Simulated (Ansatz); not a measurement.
# BNH4 (SMILES BN): HF/def2-TZVPP

Aim: the energy change on altering one bond length of BNH4 at HF/def2-TZVPP, from 2 runs. 

The calculation is run with Ansatz 0.2.0.

56 further runs of the same task are left out: 56 set aside as unsound or not needed.

## Step 1: The molecule

The species is BNH4 (6 atoms), meant as a singlet with charge 0. As SMILES, `BN`. The coordinates come from a PBE0-D4/def2-TZVP relaxation.

Bond lengths: B1–N2 1.385 Å, B1–H3 1.197 Å, B1–H4 1.197 Å, N2–H5 1.006 Å, N2–H6 1.006 Å. Angles: B1–N2–H5 123.2°, B1–N2–H6 123.2°, N2–B1–H3 119.0°, N2–B1–H4 119.0°, H5–N2–H6 113.5°, H3–B1–H4 122.0°.

## Step 2: The energy at HF/def2-TZVPP

File molecule.yaml:

```yaml
crystal:
  periodic: [false, false, false]
  atoms:
    - symbol: B
      position_ang: [-0.128200, -0.679600, -0.025600]
    - symbol: N
      position_ang: [0.146100, 0.677400, 0.010800]
    - symbol: H
      position_ang: [0.225800, -1.368000, 0.887500]
    - symbol: H
      position_ang: [-0.712000, -1.128700, -0.969200]
    - symbol: H
      position_ang: [-0.121600, 1.313700, -0.720800]
    - symbol: H
      position_ang: [0.632000, 1.121400, 0.771300]
basis:
  gaussian:
    orbitals: def2-TZVPP
output: {orbitals: {seedname: orbitals}}
hamiltonian:
  xc: hf
magnetization:
  spin_polarized: false
accuracy: high
```

On the command line:

```bash
ansatz run molecule.yaml --threads 1 --pin off --max-ram 3480MiB --events-out events.jsonl --progress --plain --runs-dir runs
```

Standard output:

```text
Warning: RAYON_NUM_THREADS=1 ignored (pool sized by the plan → 1); use --threads N
Functional definition: HF
  name "HF"
  exchange = exact_x
  correlation = 0
2045 factors; integrals over basis functions are off by at most 3.0e-9 eV
mean field evaluation 1: about -2216.4406 eV, gradient 3.1e1 eV
mean field evaluation 2: about -2216.4419 eV, gradient 3.1e1 eV
mean field evaluation 4: about -2218.5143 eV, gradient 2.5e0 eV
mean field evaluation 8: about -2218.5354 eV, gradient 2.5e-5 eV
mean field -2218.53538896 eV, -81.5296717671 hartree, gradient 1.4e-8 eV, S^2 0.000000; 0 other end points of the search recorded, 0 dependent functions left out
reference -2218.53538896 eV, -81.5296717671 hartree; 8, 8 occupied and 110, 110 virtual orbitals, 2045 factors
Total energy: -2218.53538896 eV, -81.5296717671 hartree
```

It took 4.2 s on 1 thread of Arm Neoverse V1, shared host; peak memory 0.28 GiB.

## Step 3: The distorted shape, same level

File input.yaml:

```yaml
crystal:
  periodic: [false, false, false]
  atoms:
    - {symbol: B, position_ang: [-0.169352, -0.883187, -0.031061]}
    - {symbol: "N", position_ang: [0.146100, 0.677400, 0.010800]}
    - {symbol: H, position_ang: [0.184648, -1.571587, 0.882039]}
    - {symbol: H, position_ang: [-0.753152, -1.332287, -0.974661]}
    - {symbol: H, position_ang: [-0.121600, 1.313700, -0.720800]}
    - {symbol: H, position_ang: [0.632000, 1.121400, 0.771300]}
basis:
  gaussian:
    orbitals: def2-TZVPP
accuracy: high
hamiltonian:
  xc: hf
output: {orbitals: {seedname: orbitals}}
```

On the command line:

```bash
ansatz run input.yaml --threads 1 --pin off --max-ram 3480MiB --events-out events.jsonl --progress --plain --runs-dir runs
```

Standard output:

```text
Warning: RAYON_NUM_THREADS=1 ignored (pool sized by the plan → 1); use --threads N
[... 4 set-up lines as earlier in the session ...]
2032 factors; integrals over basis functions are off by at most 3.2e-9 eV
mean field evaluation 1: about -2215.6638 eV, gradient 3.1e1 eV
mean field evaluation 2: about -2215.6646 eV, gradient 3.1e1 eV
mean field evaluation 4: about -2217.8266 eV, gradient 2.6e0 eV
mean field evaluation 8: about -2217.8522 eV, gradient 3.8e-5 eV
mean field -2217.85219712 eV, -81.5045649301 hartree, gradient 9.7e-9 eV, S^2 0.000000; 0 other end points of the search recorded, 0 dependent functions left out
reference -2217.85219712 eV, -81.5045649301 hartree; 8, 8 occupied and 110, 110 virtual orbitals, 2032 factors
Total energy: -2217.85219712 eV, -81.5045649301 hartree
```

Run time: 4.2 s. Hardware: 1 thread of Arm Neoverse V1, shared host; peak memory 0.27 GiB.

## Step 4: Outcome

At HF/def2-TZVPP:

```
                                                         quantity         value
                                        first shape: total energy  -81.52967 Eh
                                         first shape: HOMO energy     -11.98 eV
                                         first shape: LUMO energy       3.29 eV
                                       first shape: HOMO–LUMO gap      15.27 eV
                                    distorted shape: total energy  -81.50456 Eh
                                     distorted shape: HOMO energy     -11.02 eV
                                     distorted shape: LUMO energy       2.69 eV
                                   distorted shape: HOMO–LUMO gap      13.70 eV
energy change with the B1–N2 bond stretched from 1.385 to 1.593 Å      0.683 eV
```

What this shows: With the B1–N2 bond stretched from 1.385 to 1.593 Å the energy rises by 0.68 eV (65.9 kJ/mol). The first shape isn't relaxed at this level, so the change isn't measured from a minimum.
